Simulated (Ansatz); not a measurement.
Molecular dynamics, step by step

CH$_{4}$BLi (SMILES [Li][BH]C), closed shell, B3LYP-D4/cc-pVDZ (Ansatz 0.2.0). Settings (timestep in fs, temperature in K; T counts 15 degrees of freedom):

```yaml
hamiltonian: {xc: {name: B3LYP}, dispersion: d4}
md: {n_steps: 80, timestep: 0.75, temperature: 300, ensemble: nve, seed: 354, initial_velocities: maxwell_boltzmann}
```

Start (the SMILES describes the start alone):

```
atom    x (Å)    y (Å)    z (Å)
 Li1  -2.1759  -0.2055  -0.7131
  B2  -0.4383  -0.8882   0.0130
  C3   0.4223   0.4586   0.0212
  H4   0.2247  -1.7663   0.4698
  H5   0.0281   1.3092  -0.5518
  H6   0.4847   0.7857   1.0642
  H7   1.4543   0.3066  -0.3033
```

```json
{"step": "0", "time (fs)": "0.00", "potential energy less the start (meV)": "0.0", "kinetic energy (meV)": "193.9", "T (K)": "300"}
{"step": "5", "time (fs)": "3.75", "potential energy less the start (meV)": "79.2", "kinetic energy (meV)": "118.4", "T (K)": "183"}
{"step": "10", "time (fs)": "7.50", "potential energy less the start (meV)": "-47.3", "kinetic energy (meV)": "241.8", "T (K)": "374"}
{"step": "15", "time (fs)": "11.25", "potential energy less the start (meV)": "-123.9", "kinetic energy (meV)": "318.0", "T (K)": "492"}
{"step": "20", "time (fs)": "15.00", "potential energy less the start (meV)": "-52.7", "kinetic energy (meV)": "249.6", "T (K)": "386"}
{"step": "25", "time (fs)": "18.75", "potential energy less the start (meV)": "-73.6", "kinetic energy (meV)": "268.8", "T (K)": "416"}
{"step": "30", "time (fs)": "22.50", "potential energy less the start (meV)": "-129.0", "kinetic energy (meV)": "322.9", "T (K)": "500"}
{"step": "35", "time (fs)": "26.25", "potential energy less the start (meV)": "-54.8", "kinetic energy (meV)": "251.8", "T (K)": "390"}
{"step": "40", "time (fs)": "30.00", "potential energy less the start (meV)": "-93.0", "kinetic energy (meV)": "288.1", "T (K)": "446"}
{"step": "45", "time (fs)": "33.75", "potential energy less the start (meV)": "-128.1", "kinetic energy (meV)": "322.6", "T (K)": "499"}
{"step": "50", "time (fs)": "37.50", "potential energy less the start (meV)": "-75.8", "kinetic energy (meV)": "272.7", "T (K)": "422"}
{"step": "55", "time (fs)": "41.25", "potential energy less the start (meV)": "-130.2", "kinetic energy (meV)": "325.0", "T (K)": "503"}
{"step": "60", "time (fs)": "45.00", "potential energy less the start (meV)": "-128.2", "kinetic energy (meV)": "323.5", "T (K)": "500"}
{"step": "65", "time (fs)": "48.75", "potential energy less the start (meV)": "-110.2", "kinetic energy (meV)": "306.5", "T (K)": "474"}
{"step": "70", "time (fs)": "52.50", "potential energy less the start (meV)": "-118.0", "kinetic energy (meV)": "313.2", "T (K)": "485"}
{"step": "75", "time (fs)": "56.25", "potential energy less the start (meV)": "-131.0", "kinetic energy (meV)": "326.1", "T (K)": "505"}
{"step": "80", "time (fs)": "60.00", "potential energy less the start (meV)": "-77.7", "kinetic energy (meV)": "274.4", "T (K)": "425"}
```

Step 30, positions (Å) and forces (eV/Å):

```tsv
atom	x	y	z	Fx	Fy	Fz
Li1	-2.532	-0.310	-0.825	0.339	-0.247	0.247
B2	-0.373	-0.812	0.041	-0.954	0.553	-0.713
C3	0.553	0.462	0.048	-0.731	-0.198	-0.227
H4	0.084	-1.864	0.404	0.274	-0.176	0.176
H5	0.162	1.371	-0.434	0.033	-0.030	-0.106
H6	0.570	0.688	1.118	0.183	0.200	0.765
H7	1.576	0.295	-0.261	0.856	-0.102	-0.142
```

Step 60, positions (Å) and forces (eV/Å):

```json
{"atom": "Li1", "x": "-2.729", "y": "-0.545", "z": "-0.819", "Fx": "0.551", "Fy": "0.019", "Fz": "0.119"}
{"atom": "B2", "x": "-0.461", "y": "-0.643", "z": "-0.071", "Fx": "0.036", "Fy": "-0.098", "Fz": "0.373"}
{"atom": "C3", "x": "0.705", "y": "0.455", "z": "0.120", "Fx": "-1.534", "Fy": "0.245", "Fz": "-1.052"}
{"atom": "H4", "x": "-0.113", "y": "-1.757", "z": "0.441", "Fx": "-0.156", "Fy": "0.718", "Fz": "-0.393"}
{"atom": "H5", "x": "0.611", "y": "1.464", "z": "-0.355", "Fx": "-0.110", "Fy": "-0.589", "Fz": "0.005"}
{"atom": "H6", "x": "0.714", "y": "0.652", "z": "1.183", "Fx": "0.139", "Fy": "0.027", "Fz": "1.095"}
{"atom": "H7", "x": "1.657", "y": "0.027", "z": "-0.139", "Fx": "1.074", "Fy": "-0.323", "Fz": "-0.147"}
```

Step 75, positions (Å) and forces (eV/Å):

| atom | x | y | z | Fx | Fy | Fz |
| --- | --- | --- | --- | --- | --- | --- |
| Li1 | -2.686 | -0.671 | -0.776 | 0.302 | 0.203 | 0.013 |
| B2 | -0.526 | -0.507 | -0.118 | -0.163 | -0.220 | 0.095 |
| C3 | 0.734 | 0.420 | 0.142 | -0.853 | 0.529 | -1.340 |
| H4 | -0.309 | -1.660 | 0.288 | 0.117 | 0.124 | 0.041 |
| H5 | 0.786 | 1.406 | -0.390 | -0.172 | -0.436 | 0.502 |
| H6 | 0.792 | 0.560 | 1.210 | -0.213 | 0.433 | 1.136 |
| H7 | 1.660 | -0.096 | -0.039 | 0.981 | -0.632 | -0.448 |

Last step (80):

Li1  (-2.658, -0.707, -0.760)
B2  (-0.552, -0.455, -0.133)
C3  (0.739, 0.396, 0.139)
H4  (-0.327, -1.658, 0.268)
H5  (0.801, 1.409, -0.343)
H6  (0.771, 0.613, 1.298)
H7  (1.705, -0.170, -0.058)
(Å)

The run took about 2.5 min on 2 CPU threads of an Intel Xeon (shared host).
